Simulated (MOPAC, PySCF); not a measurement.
C2H6O, SMILES `COC`, neutral singlet in the gas phase. 

Z-matrix (Å, degrees):
```
O
C 1 1.3991
H 2 1.0903 1 107.73
C 1 1.3991 2 112.04 3 -180.00
H 4 1.0903 1 107.73 2 -180.00
H 2 1.0997 3 108.88 1 121.13
H 4 1.0997 5 108.88 1 121.13
H 2 1.0997 3 108.88 6 117.74
H 4 1.0997 5 108.88 7 117.74
```
Charge 0, multiplicity 1.

All levels are single points at this geometry (PBE0-D3(BJ)/def2-TZVP); Pople sets use spherical d functions. Orbital energies aren't observables, and empty levels follow the basis.

SVWN5/6-31G* in PySCF gives HOMO (eV) = -5.49.

Problem. Estimate the HOMO (eV) from each of these levels: PBE0-D3(BJ)/def2-TZVP in PySCF; B3LYP/6-31G* in PySCF; BP86/6-31G* in PySCF; M06-2X/6-31G* in PySCF; PBE/6-31G* in PySCF; HF/6-31G* in PySCF; AM1 in MOPAC; PM6 in MOPAC.

Solution. 
| level | HOMO (eV) |
|---|---|
| PBE0-D3(BJ)/def2-TZVP in PySCF | -7.42 |
| B3LYP/6-31G* in PySCF | -6.84 |
| BP86/6-31G* in PySCF | -5.56 |
| M06-2X/6-31G* in PySCF | -8.78 |
| PBE/6-31G* in PySCF | -5.43 |
| HF/6-31G* in PySCF | -11.40 |
| AM1 in MOPAC | -10.63 |
| PM6 in MOPAC | -9.73 |
